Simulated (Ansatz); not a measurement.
Start from `CC(=N)CF` and change one atom or group to get `CC(=N)Cl`.

Ansatz, PBE0-D4/def2-TZVP geometries, multiplicity 1. Each molecule was computed in one conformer, which needn't be the lowest.

```csv
property,`CC(=N)CF`
size of the dipole moment (ωB97M-V/def2-TZVPP) / D,2.77
"ideal-gas entropy at 298 K and 1 bar (rigid rotor, harmonic PBE0-D4/def2-TZVP) / J/(mol·K)",315
LUMO energy (PBE0/def2-TZVPP) / eV,-0.05
HOMO–LUMO gap (ωB97M-V/def2-TZVPP) / eV,12.28
size of the dipole moment (PBE/def2-TZVPP) / D,2.65
HOMO–LUMO gap (B3LYP/def2-TZVPP) / eV,7.13
```

Task: Give the same properties after the change, and the shifts. (An estimate is asked.)

Result: Ansatz gave: 
```
                                                                                  property  `CC(=N)Cl`  shift
                                        size of the dipole moment (ωB97M-V/def2-TZVPP) / D        0.89  -1.88
ideal-gas entropy at 298 K and 1 bar (rigid rotor, harmonic PBE0-D4/def2-TZVP) / J/(mol·K)         293    -22
                                                        LUMO energy (PBE0/def2-TZVPP) / eV       -0.37  -0.32
                                                   HOMO–LUMO gap (ωB97M-V/def2-TZVPP) / eV       12.50   0.22
                                            size of the dipole moment (PBE/def2-TZVPP) / D        0.85  -1.80
                                                     HOMO–LUMO gap (B3LYP/def2-TZVPP) / eV        7.37   0.24
```

With PBE0 the HOMO falls by 0.57 eV and the LUMO falls by 0.32 eV, so the gap widens by about 0.25 eV. PBE moves the HOMO by -0.62 eV and ωB97M-V by -0.47 eV. The zero-point energy changes by -79.1 kJ/mol with -9 modes. Dipoles are sizes alone; their direction can turn.

B3LYP here is the variant with VWN-RPA as its local correlation; programs differ in this.
